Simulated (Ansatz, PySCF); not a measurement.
This PySCF input computes a PBE0/def2-TZVPD energy:

```python
from pyscf import gto, scf, dft

mol = gto.M(
    atom='''
    O    -0.00000000   -0.00000000   -1.69736936
    C    -0.00000000   -0.00000000   -0.56804329
    S     0.00000000    0.00000000    1.06170091
    ''',
    basis='def2-tzvpd',
    charge=1,
    spin=1,
    symmetry='C2v',
    verbose=4,
)

mf = dft.UKS(mol, xc='pbe0').density_fit(auxbasis='def2-universal-jkfit')
mf.grids.level = 3
mf.conv_tol = 1e-9
mf.max_cycle = 100
mf.max_memory = 1500
mf.kernel()
if not mf.converged:
    mf = mf.newton()
    mf.kernel(mf.make_rdm1())
mf.analyze()
```

Write an input for the same energy in Ansatz (an electronic-structure program) and say what it gives.


Ansatz 0.2 input:
```yaml
crystal:
  periodic: [false, false, false]
  atoms:
    - {symbol: O, position_ang: [-0.00000000, -0.00000000, -1.69736936]}
    - {symbol: C, position_ang: [-0.00000000, -0.00000000, -0.56804329]}
    - {symbol: S, position_ang: [0.00000000, 0.00000000, 1.06170091]}
basis:
  gaussian:
    orbitals: def2-TZVPD
hamiltonian:
  xc: {name: PBE0}
total_charge: 1
magnetization: {spin_polarized: true, initial_magnetization: 1}
output: {forces: true}
```
It gives -510.92738 Eh, and PySCF -510.92738 Eh, a difference of 0.00 mEh.
